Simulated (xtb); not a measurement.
Isomers of C2H5NO. Gas-phase values, no solvent. One relaxed conformer stands for each flexible species; it need not be the lowest. Strings in code marks are SMILES.

Quantity: electronic energy of isomers of C2H5NO relative to `CC(N)=O`, in kcal/mol.

Case: `C1NCO1`. Geometry of `C1NCO1` (neutral, multiplicity 1, Å):

```xyz
9

C     -0.9999    -0.0845    -0.1586
N      0.0154     0.7942     0.4153
C      0.9941    -0.1145    -0.1753
O     -0.0202    -0.9076    -0.7755
H     -1.6270    -0.6430     0.5503
H     -1.6357     0.4297    -0.8895
H      0.0245     0.8372     1.4268
H      1.6328     0.3804    -0.9168
H      1.6158    -0.6919     0.5232
```

Problem. Give the electronic energy of isomers of C2H5NO relative to `CC(N)=O` at the level GFN2-xTB (xtb).

Solution. 30.1 kcal/mol.
